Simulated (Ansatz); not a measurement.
# BHOSi: the cost of one run

Method: RKS PBE-D4/def2-SVP, in Ansatz 0.2.0.

**1. The system as given**

Bond lengths: B1–Si2 1.793 Å, Si2–O3 1.625 Å, O3–H4 0.956 Å. Angles: B1–Si2–O3 166.7°, Si2–O3–H4 134.3°.

As a file:

```xyz
4

B    -0.4685    0.0464    2.2739
Si   -0.2542   -0.1017    0.4994
O     0.0052    0.1354   -1.0868
H     0.7175   -0.0802   -1.6865
```

**2. Relaxing end A**

input.yaml reads:

```yaml
crystal:
  periodic: [false, false, false]
  atoms:
    - { symbol: B, position_ang: [-0.46846, 0.04645, 2.27388] }
    - { symbol: Si, position_ang: [-0.25419, -0.10168, 0.49944] }
    - { symbol: O, position_ang: [0.00517, 0.13544, -1.08678] }
    - { symbol: H, position_ang: [0.71748, -0.08021, -1.68654] }
basis:
  gaussian: { orbitals: def2-SVP }
hamiltonian:
  xc: pbe
  dispersion: d4
relax:
  f_tol: 0.02
  max_steps: 50
output:
  orbitals: {}
```

Command:

```
$ ansatz run input.yaml --threads 1 --pin off --max-ram 2048MiB --backend cpu --events-out ev --progress --plain --runs-dir out
```

**Question.** How long does this run take on 1 thread of an x86-64 CPU, shared host, and how much memory does it need?

About 7.3 s, with a peak of 0.16 GiB.
